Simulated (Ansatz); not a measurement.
Grey tin (α-Sn), treated with PBE (Ansatz, a first-principles code, plane waves, PAW).

The same calculation (at the measured cell, 34.059 Å³/atom) with different numerical settings:

```tsv
run	k mesh	gap on the mesh (eV)	total energy (eV/atom)	rough time
1	4×4×4	-0.085	-6024.0872	under 3 core-s
2	6×6×6	-0.085	-6024.1686	under 3 core-s
3	8×8×8	-0.085	-6024.1818	under 3 core-s
4	12×12×12	-0.085	-6024.1859	4 core-s
5	16×16×16	-0.085	-6024.1864	8 core-s
6	20×20×20	-0.085	-6024.1865	10 core-s
```

In the column total energy (eV/atom) the first row differs from the last by +0.0993 and the next to last by +0.0001.

The last row is no converged limit: other settings stay fixed.

A negative gap means that the bands overlap.

Spin–orbit coupling is not included.
